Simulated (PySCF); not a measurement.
C4H5NS.
Cartesian coordinates in Å at the PBE0-D3(BJ)/def2-SVP level; atoms count from 1:
```
atom  x, y, z in Å
N1     2.1055    0.2399   -0.2209
C2     0.7274    0.1943   -0.1222
C3    -0.0870   -0.8950    0.0854
C4    -1.4717   -0.5580    0.0429
C5    -1.6995    0.7677   -0.1888
S6    -0.2129    1.6322   -0.3797
H7     2.5371    1.0921    0.1182
H8     2.5666   -0.5806    0.1547
H9     0.2977   -1.9000    0.2652
H10   -2.2743   -1.2823    0.1909
H11   -2.6469    1.2990   -0.2549
```

Computed, not measured: core-valence-separated Tamm–Dancoff BHandHLYP/aug-pcX-1 (pcseg-1 on H, def2-SVPD on S) in PySCF, non-relativistic, gas phase, PBE0-D3(BJ)/def2-SVP geometry. No empirical shift is added; at this level the pattern usually sits a few eV under experiment.

Task: List the nitrogen K-edge absorption lines.

Result: 
```
E (eV)       f  core hole on  main final orbital
399.81  0.0098            N1         LUMO (84 %)
400.53  0.0181            N1       LUMO+1 (51 %)
400.71  0.0262            N1       LUMO+2 (30 %)
402.27  0.0035            N1       LUMO+7 (30 %)
402.42  0.0120            N1      LUMO+12 (35 %)
402.55  0.0029            N1       LUMO+1 (33 %)
402.96  0.0009            N1              spread
```

The first line with a tenth or more of the strongest one's intensity is at 399.81 eV (f = 0.010), with the hole on N1 (aniline-type nitrogen). The strongest listed is at 400.71 eV (f = 0.026; N1).

Task: What does the C 1s absorption edge look like?

Result: 
| E (eV) | f | core hole on | main final orbital | polarisation |
| --- | --- | --- | --- | --- |
| 283.37 | 0.0556 | C4 | spread | normal to the local trigonal plane |
| 283.67 | 0.0546 | C5 | LUMO+1 (36 %) | normal to the local trigonal plane |
| 283.88 | 0.0490 | C3 | spread | normal to the local trigonal plane |
| 284.57 | 0.0699 | C2 | LUMO+1 (35 %) | normal to the local trigonal plane |
| 285.49 | 0.0361 | C5 | spread | in the local trigonal plane |
| 285.53 | 0.0149 | C3 | LUMO (30 %) | in the local trigonal plane |
| 285.67 | 0.0126 | C3 | spread | normal to the local trigonal plane |
| 285.94 | 0.0163 | C4 | spread | in the local trigonal plane |
| 286.13 | 0.0019 | C3 | LUMO (46 %) | in the local trigonal plane |
| 286.35 | 0.0211 | C5 | spread | in the local trigonal plane |
| 286.44 | 0.0070 | C4 | LUMO (32 %) | mixed |
| 286.59 | 0.0061 | C4 | LUMO+2 (38 %) | mixed |
| 286.69 | 0.0424 | C2 | spread | in the local trigonal plane |
| 286.81 | 0.0022 | C3 | LUMO+4 (49 %) | in the local trigonal plane |
| 286.97 | 0.0034 | C3 | spread | in the local trigonal plane |
| 287.00 | 0.0012 | C4 | LUMO+4 (34 %) | in the local trigonal plane |
| 287.28 | 0.0006 | C4 | LUMO+3 (57 %) | – |
| 287.28 | 0.0008 | C5 | LUMO+4 (38 %) | – |
| 287.33 | 0.0048 | C3 | LUMO+6 (54 %) | normal to the local trigonal plane |

The first line with a tenth or more of the strongest one's intensity is at 283.37 eV (f = 0.056), with the hole on C4 (aromatic CH carbon), polarised normal to the local trigonal plane: a 1s→π* resonance. The strongest listed is at 284.57 eV (f = 0.070; C2, 1s→π*).

Roots within 0.03 eV whose holes lie on the same, on equivalent or on shared atoms are summed into one line, and the highest roots are left out, as the search may have cut off their partners. Final orbitals are the ground state's empty Kohn–Sham orbitals. A dash: too weak, shared between unlike atoms, or no plane or axis to refer to.

Task: What length of transition dipole belongs to the line at 400.71 eV?

Result: From f = (2/3) ΔE |μ|² in atomic units, with ΔE = 14.726 Eh and f = 0.0262: |μ| = 0.052 au = 0.13 D.

The list ends where the root search ended, not at a threshold.
